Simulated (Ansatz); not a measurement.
# Does MgV2O6 in C2/m form from MgO and V2O5?

Plane-wave DFT in Ansatz with scalar-relativistic PAW potentials, cutoff 500 eV, Γ-centred meshes chosen by cell and gap, Gaussian smearing with energies taken to zero width. Every cell was relaxed (cell and atoms) in a run of its own, within the symmetry of its start. Functional: r2SCAN.

The ternary relaxed to C2/m, 9 atoms in the computed cell, a = 9.326 Å, b = 3.439 Å, c = 6.783 Å, β = 111.6°; sites (symmetry × multiplicity) Mg 2/m × 2, V m × 4, O m × 4 + m × 4 + m × 4.

Total energies hold large constants for each element; a whole number of eV per atom of each element is taken off below, which cancels in a balanced reaction.

| compound | lowest structure computed | structures tried | V (Å³/atom) | gap on mesh (eV) | E (eV per formula unit, common shift removed) |
| --- | --- | --- | --- | --- | --- |
| MgV2O6 | C2/m | 1 | 11.24 | 3.02 | -24.4010 |
| MgO | Fm-3m | 4 | 9.29 | 5.68 | -6.3350 |
| V2O5 | Pmmn | 4 | 12.74 | 2.20 | -17.3058 |

Problem. Balance the reaction and work out its energy at 0 K.

Solution. The balance is MgO + V2O5 → MgV2O6. ΔE = -0.760 eV per formula unit, -84 meV/atom, and the volume changes by -6.2 %. The ternary lies below these binaries, so it can form from them; whether it is stable also hangs on other ternaries and on other oxidation states, which this balance leaves out. Against the elements it is bound by 2.66 eV/atom, 32 times the size of this reaction energy: most of the binding is already in the binaries, and stability is decided by the small rest. A lower form of a binary that wasn't tried would raise the value, and a lower form of the ternary would lower it.